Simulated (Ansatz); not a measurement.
CuSiO3: from a trial structure to a relaxed crystal

These are results of DFT r2SCAN, scalar-relativistic, plane waves, PAW (Ansatz), not measurements. Cutoff 500 eV, Γ-centred k mesh, Gaussian smearing, collinear spin, first started from parallel moments.

The start puts CuSiO3 on the cubic perovskite structure type (Pm-3m, No. 221), with Cu in place of Sr, Si in place of Ti, at a guessed volume.

```
Si Cu O
1.0
     3.94526    0.00000    0.00000
     0.00000    3.94526    0.00000
     0.00000    0.00000    3.94526
Si Cu O
1 1 3
Direct
  0.50000 0.50000 0.50000
  0.00000 0.00000 0.00000
  0.00000 0.50000 0.50000
  0.50000 0.00000 0.50000
  0.50000 0.50000 0.00000
```

Cell and atoms relax at zero pressure; the relaxation can't lower the symmetry of the start. After a coarse first stage the cell is made exact in the group found at 0.06 Å.

Formation energies are uncorrected and refer to the elements' standard structures at the same level (O₂ as a molecule).

**Question.** Describe the relaxed structure.

**Answer.** It keeps Pm-3m (No. 221). The result still has the cubic perovskite structure. Conventional cell: a = 3.499 Å. Si is coordinated by 6 O at 1.75 Å; Cu is coordinated by 12 O at 2.47 Å; O is coordinated by 2 Si at 1.75 Å.

Space group Pm-3m (No. 221). a = 3.499 Å, b = 3.499 Å, c = 3.499 Å, α = 90.00°, β = 90.00°, γ = 90.00°
| atom | site | symmetry | x | y | z |
| --- | --- | --- | --- | --- | --- |
| Si | 1b | m-3m | 0.5000 | 0.5000 | 0.5000 |
| Cu | 1a | m-3m | 0.0000 | 0.0000 | 0.0000 |
| O | 3c | 4/mm.m | 0.0000 | 0.5000 | 0.5000 |

**Question.** What are its volume, energy, gap and moment?

**Answer.** The volume per atom is 8.57 Å³ and the density is 5.41 g/cm³. The energy over the elements is -1.51 eV/atom. The gap on the 10×10×10 mesh is 0 eV (a metal), the net moment per atom is 0.20 μB and the largest site moment is 0.45 μB.

The final run used a 10×10×10 mesh on its 5-atom cell and 0.10 eV smearing. For metals, differences of a few meV/atom aren't resolved. The magnetic state reached may not be the lowest. A structure relaxed within its symmetry needn't be a true minimum. The steps took roughly 2.6 core-minutes in all.

Symmetry holds off the tilts and polar distortions that many cubic perovskites undergo.